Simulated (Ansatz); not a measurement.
# Relaxing a trial structure of H3OSi2

The starting geometry of this gas-phase doublet is a saddle point at r2SCAN-D4/def2-SVP, pushed by 0.25 Å along its imaginary mode; its bonds are those of `O=[Si][SiH3]`.

| atom | x (Å) | y (Å) | z (Å) |
| --- | --- | --- | --- |
| O | -3.9440 | 1.7708 | 0.0824 |
| Si | -2.4855 | 1.2681 | 0.0799 |
| Si | -2.2606 | -1.1465 | 0.2489 |
| H | -1.1635 | -1.4410 | 1.2606 |
| H | -1.8077 | -1.6307 | -1.1083 |
| H | -3.5599 | -1.7889 | 0.6545 |

Problem. Predict what becomes of its bonds when it is optimised with r2SCAN-D4/def2-SVP.

Solution. It keeps its bonds, and is `O=[Si][SiH3]`.

The energy falls by 0.02 eV over 22 steps:

| step | E − E(last) (eV) |
| --- | --- |
| 1 | 0.019 |
| 3 | 0.006 |
| 6 | 0.005 |
| 8 | 0.003 |
| 10 | 0.002 |
| 13 | 0.001 |
| 15 | 0.000 |
| 17 | 0.000 |
| 20 | 0.000 |
| 22 | 0.000 |

Final geometry (Å):

```xyz
6

O    -3.8180    1.6939   -0.3737
Si   -2.5964    1.2709    0.4857
Si   -2.2427   -1.1379    0.3094
H    -1.0695   -1.5549    1.1311
H    -2.0071   -1.4406   -1.1329
H    -3.4876   -1.7998    0.7985
```

Frequencies at the end are all real (lowest 46 cm⁻¹). Open shells are spin-unrestricted. Run with Ansatz 0.2.0, 3.7 min on 1 thread of Intel(R) Xeon(R) Processor @ 2.50GHz (Skylake/Cascade Lake) (shared host).
